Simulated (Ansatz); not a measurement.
A calculation with Ansatz (development build ahead of 0.2.0).

```yaml
crystal:
  periodic: [false, false, false]
  atoms:
    - { symbol: O, position_ang: [0.0, 0.0, 0.0] }
    - { symbol: H, position_ang: [0.0, 1.0528, -0.2688] }
    - { symbol: O, position_ang: [0.0, 0.0, 1.33] }
basis:
  gaussian: { orbitals: STO-3G }
magnetization:
  initial_magnetization: 1
hamiltonian:
  xc: hf
correlation:
  method: ccsd_t
  frozen_orbitals: { H: 0, O: 1 }
```

The input is written out in the form of the current development build from the run's settings. Correlation on restricted open-shell orbitals is semicanonical, with singles.

The run gave:

```yaml
Converged: yes
Reference_energy: -148.18853 hartree
CCSD_correlation_energy: -0.09357 hartree
Triples_correction: -0.00141 hartree
Total_energy: -148.28351 hartree
Spin_squared_of_the_determinant: 0.750
```
